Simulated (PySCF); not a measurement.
## 2 BH₃ → B₂H₆

Level: PBE in the def2-TZVP basis family, all electrons, no relativity, computed in PySCF with density fitting; open shells unrestricted.

```tsv
species	state and structure	ZPE (kJ/mol)	H(298 K) − H(0) (kJ/mol)	S° (J/(mol K))
BH₃	singlet, D3h, B–H 1.199 Å (×3)	67.1	10.1	188.7
B₂H₆	singlet, D2h, B–H 1.197 Å (×4), B–H 1.320 Å (×4); B–H–B 83.3° (×2), H–B–H 96.7° (×2), H–B–H 108.9° (×8), H–B–H 121.7° (×2)	160.5	12.2	233.7
```

(1) Is the gas-phase reaction uphill or downhill in electronic energy at this level, and by how much?

(2) Add zero-point, thermal and entropy terms for 298.15 K and 1 bar.

Answers

(1) At PBE/def2-TZVP, ΔE = -215.0 kJ/mol, downhill.

(2) ΔZPE = 26.3 and Δ[H(298) − H(0)] = -8.0 kJ/mol give ΔH° = -196.7 kJ/mol. ΔS° = -143.7 J/(mol K), so ΔG° = -196.7 − 298.15 × (-0.1437) = -154 kJ/mol. ΔG° would change sign near 1370 K if ΔH° and ΔS° stayed fixed.

Each species is the lowest minimum found with this bonding; other isomers or fragments can lie lower.
